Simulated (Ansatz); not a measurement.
# AlHCl (sextet): from Hartree-Fock to the top rungs, cc-pVTZ

One table from this session's results is given with a row withheld; the runs are named, their logs left out.

Computed with Ansatz 0.2.0, Gaussian basis. Level: cc-pVTZ, core rule «outside noble gas», up to 10 orbitals frozen.

To be run: UHF; CCSD(T) on ROHF; CCSD(T) on UHF; BCCD(T) on ROHF; CCSDT(Q) on ROHF; CCSDT(Q) on UHF.

14 further runs of the same task are left out: 12 for a known fault of the program, 2 set aside as unsound or not needed.

**The system**

The geometry is a PBE0/def2-TZVP stationary point (not a proven minimum) of the parent state, kept for this charge and spin.

3 atoms, charge 0, spin multiplicity 6.

Atoms are counted from 1 here; the program's logs count them from 0.

Bond lengths: Al1–Cl2 2.197 Å, Al1–H3 1.817 Å. Angles: Cl2–Al1–H3 63.0°.

The first run:

File in.yaml:

```yaml
crystal:
  periodic: [false, false, false]
  atoms:
    - {symbol: Al, position_ang: [0.000000, -0.050236, 1.239922]}
    - {symbol: Cl, position_ang: [0.000000, -0.006816, -0.956330]}
    - {symbol: H, position_ang: [0.000000, 1.584516, 0.446218]}
basis:
  gaussian: {orbitals: cc-pVTZ}
magnetization: {spin_polarized: true, initial_magnetization: 5}
hamiltonian: {xc: hf}
output: {orbitals: {seedname: orbitals}}
```

Command:

```console
> ansatz run in.yaml --threads 1 --pin off --events-out ev --progress --plain --max-ram 4096MiB --backend cpu
```

Steps of the session up to this table: UHF; CCSD(T) on ROHF; CCSD(T) on UHF; BCCD(T) on ROHF; CCSDT(Q) on ROHF; CCSDT(Q) on UHF.

One of the session's tables, all rows but one given; the rest of the session is left out.

```
   method  from UCCSDT(Q) (meV)
     ROHF               +6457.4
      UHF               +6267.9
     RMP2               +1071.9
     UMP2               +1095.5
    RCCSD                +273.4
    UCCSD                +265.5
 RCCSD(T)                 +43.6
 UCCSD(T)                     ?
  BCCD(T)                 +42.1
   RCCSDT                 +12.8
   UCCSDT                  +9.4
RCCSDT(Q)                  +3.3
UCCSDT(Q)                     0
```

**Question.** Estimate the row for UCCSD(T).

The run gave: from UCCSDT(Q) (meV): +41.2. In the column «from UCCSDT(Q) (meV)» it lies between RCCSDT (+12.8) and BCCD(T) (+42.1).

Limits of these values: Restricted and unrestricted rows rest on different reference determinants; where their highest levels disagree by more than a few hundredths of an eV, they describe different states and don't form one ladder.
